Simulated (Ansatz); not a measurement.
Cost and result for the atomization energy of BH3NS (`N[B]S`) radical (6 atoms, 5 bonds).

```xyz
6

N    -0.3439    0.7854   -0.4789
B     0.1710    0.4158    0.7473
S     0.7415   -1.1478    1.3768
H    -0.6263    1.7283   -0.6834
H    -0.4747    0.1482   -1.2518
H     0.5323   -1.9299    0.2900
```

Total charge 0; spin multiplicity 2. The geometry is a stationary point of PBE0-D4/def2-TZVP. It is a higher conformer; a search finds a lower one. Program: Ansatz. All runs use 2 threads of a server CPU on a shared host. Times are those of one run each, without the atoms' runs, and a repeat can differ threefold. Electronic energies, without spin–orbit coupling; frozen cores. CCSD(T)/CBS adds CCSD(T) − MP2 in def2-TZVPP to the MP2 limit, and its time is that of the two runs behind it. T1 = 0.014; ⟨S²⟩ of the reference is 0.76. HSE06 is the plane-wave form, built on full-range PBE exchange.

CCSD(T)/CBS is a level of theory with its own doubt, some kJ/mol a heavy atom from the limit and from the frozen cores, so smaller differences don't rank the functionals.

| level | functions | wall time |
| --- | --- | --- |
| CCSD(T)/def2-SVP | 61 | 1.7 s |
| BLYP-D4/def2-TZVPP | 146 | 1.7 s |
| PBE-D4/def2-TZVPP (with forces) | 146 | 1.8 s |
| HSE06-D4/def2-TZVPP | 146 | 2.2 s |
| BHLYP-D4/def2-TZVPP | 146 | 2.3 s |
| CAM-B3LYP-D4/def2-TZVPP | 146 | 2.4 s |
| B2PLYP/def2-TZVPP | 146 | 3 s |
| r2SCANh-D4/def2-TZVPP | 146 | 3.4 s |
| ωB97X-V/def2-TZVPP | 146 | 4.5 s |
| B97M-V/def2-TZVPP | 146 | 5.5 s |
| MP2/def2-QZVPP | 274 | 10 s |
| CCSD(T)/def2-TZVPP | 146 | 30 s |
| CCSD(T)/CBS(def2) | – | 40 s |

**Question.** What atomization energy does each give, and how far from CCSD(T)/CBS? (Estimate.)

**Answer.** Computed: 
| level | atomization (kcal/mol) | difference from CCSD(T)/CBS | per bond |
| --- | --- | --- | --- |
| CCSD(T)/def2-SVP | 442.4 | -30.8 | -6.2 |
| BLYP-D4/def2-TZVPP | 482.4 | 9.2 | 1.8 |
| PBE-D4/def2-TZVPP (with forces) | 494.2 | 21.0 | 4.2 |
| HSE06-D4/def2-TZVPP | 483.1 | 9.9 | 2.0 |
| BHLYP-D4/def2-TZVPP | 463.9 | -9.3 | -1.9 |
| CAM-B3LYP-D4/def2-TZVPP | 481.3 | 8.1 | 1.6 |
| B2PLYP/def2-TZVPP | 472.9 | -0.3 | -0.1 |
| r2SCANh-D4/def2-TZVPP | 479.9 | 6.7 | 1.3 |
| ωB97X-V/def2-TZVPP | 478.7 | 5.5 | 1.1 |
| B97M-V/def2-TZVPP | 482.4 | 9.2 | 1.8 |
| MP2/def2-QZVPP | 476.5 | 3.3 | 0.7 |
| CCSD(T)/def2-TZVPP | 458.1 | -15.1 | -3.0 |
| CCSD(T)/CBS(def2) | 473.2 | 0.0 | 0.0 |

Leaving LDA and LC-ωPBE aside and taking each functional with its dispersion term where it has one, the values spread over 30.3 kcal/mol, from BHLYP-D4 to PBE-D4. LDA lies +63.6 kcal/mol from PBE without D4, its usual overbinding. From BLYP to BHLYP (50 % exact exchange), in def2-TZVPP and without D4, the atomization energy moves by −16.1 kcal/mol: exact exchange takes away binding that semilocal exchange gives to molecules. In def2-TZVPP, CCSD(T) changes the Hartree–Fock value by +122.4 kcal/mol (the triples alone add +8.2 kcal/mol) and MP2 by +131.9 kcal/mol; breaking electron pairs costs correlation energy, which Hartree–Fock lacks.
